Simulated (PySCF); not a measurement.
# CH3F (SMILES CF) at B2PLYP/STO-6G

What is the vertical ionisation energy of CH3F at B2PLYP/STO-6G? Input form: a Python script.

Program for the calculation: PySCF 2.14.0.

8 further runs of the same task are left out: 1 that didn't finish, 7 set aside as unsound or not needed.

**1. The system as given**

The species is CH3F (5 atoms), meant as a singlet with charge 0. As SMILES, `CF`. The shape is that of a PBE0-D4/def2-TZVP optimisation.

Bond lengths: C1–F2 1.376 Å, C1–H3 1.092 Å, C1–H4 1.092 Å, C1–H5 1.092 Å. Angles: F2–C1–H3 109.1°, F2–C1–H4 109.1°, F2–C1–H5 109.1°, H3–C1–H4 109.9°, H3–C1–H5 109.9°, H4–C1–H5 109.9°.

**2. A single-point energy at B2PLYP/STO-6G**

The input, run.py:

```python
# CF
from pyscf import gto, dft, mp

mol = gto.M(
    atom='''
C     -0.095809     0.062172     0.014740
F      2.067549    -1.342650    -0.318608
H     -1.736091    -1.184669    -0.109604
H     -0.198043     1.504222    -1.458869
H     -0.037417     0.960926     1.872152
''',
    verbose=3,
    unit='bohr',
    max_memory=1860,
    basis='sto-6g',
)

mf = dft.RKS(mol, xc='0.53*HF + 0.47*B88, 0.73*LYP')
mf.grids.level = 5
mf.conv_tol = 1e-10
mf.kernel()
if not mf.converged:
    mf = mf.newton().run(mf.mo_coeff, mf.mo_occ)

pt = mp.MP2(mf, frozen=2).run()
energy = mf.e_tot + 0.27 * pt.e_corr
print('PT2 part  %.8f' % (0.27 * pt.e_corr))
print(f'total energy: {energy:.8f} hartree')
```

Command:

```
$ OMP_NUM_THREADS=1 python run.py
```

Log:

```text
converged SCF energy = -138.904439975842
E(RMP2) = -138.992722934204  E_corr = -0.0882829583618576
E(SCS-RMP2) = -139.003844237878  E_corr = -0.0994042620358906
PT2 part  -0.02383640
total energy: -138.92827637 hartree
```

Run time: 2.2 s. Hardware: 1 thread of Arm Neoverse V1, shared host; peak memory 0.17 GiB.

**3. The doublet cation**

The input, calc.py:

```python
from pyscf import gto, dft, mp

mol = gto.M(
    atom='''
C     -0.050700     0.032900     0.007800
F      1.094100    -0.710500    -0.168600
H     -0.918700    -0.626900    -0.058000
H     -0.104800     0.796000    -0.772000
H     -0.019800     0.508500     0.990700
''',
    spin=1,
    charge=1,
    basis='sto-6g',
    max_memory=1860,
    verbose=3,
)

calc0 = dft.UKS(mol)
calc0.xc = '0.53*HF + 0.47*B88, 0.73*LYP'
calc0.conv_tol = 1e-10
calc0.grids.level = 5
calc0.kernel()
if not calc0.converged:
    calc0 = calc0.newton().run(calc0.mo_coeff, calc0.mo_occ)

pt = mp.MP2(calc0, frozen=2).run()
energy = calc0.e_tot + 0.27 * pt.e_corr
print('PT2 part  %.8f' % (0.27 * pt.e_corr))
print('E(%s) = %.9f' % ('B2PLYP', energy))
```

Command:

```
$ OMP_NUM_THREADS=1 python calc.py
```

Log:

```text
converged SCF energy = -138.53305345709  <S^2> = 0.75259649  2S+1 = 2.0025948
E(UMP2) = -138.621375830786  E_corr = -0.0883223736953378
E(SCS-UMP2) = -138.627794575877  E_corr = -0.0947411187871637
PT2 part  -0.02384704
E(B2PLYP) = -138.556900498
```

Run time: 5.4 s. Hardware: 1 thread of Arm Neoverse V1, shared host; peak memory 0.18 GiB.

**4. Summary of results**

At B2PLYP/STO-6G, 2 core orbitals frozen:

```
                                                                quantity          value
                                              singlet CH3F: total energy  -138.92828 Eh
                                  singlet CH3F: dipole moment (SCF part)         1.10 D
                         singlet CH3F: HOMO energy (SCF part's orbitals)       -7.80 eV
                         singlet CH3F: LUMO energy (SCF part's orbitals)       11.60 eV
                       singlet CH3F: HOMO–LUMO gap (SCF part's orbitals)       19.40 eV
                                            doublet cation: total energy  -138.55690 Eh
doublet cation: HOMO energy (SCF part's orbitals) (highest over α and β)      -20.60 eV
 doublet cation: LUMO energy (SCF part's orbitals) (lowest over α and β)      -12.41 eV
                                                    doublet cation: ⟨S²⟩          0.753
                      vertical ionisation energy (to the doublet cation)      10.106 eV
```

**Reading.** The vertical ionisation energy comes to 10.11 eV (975 kJ/mol). −ε(HOMO) before ionisation, 7.80 eV, is 2.31 eV below this ionisation energy. In a minimal basis such a difference can be off by several eV, whatever the method. Mulliken charges (singlet CH3F) run from -0.14 on F2 to +0.08 on H3; they depend strongly on the basis.
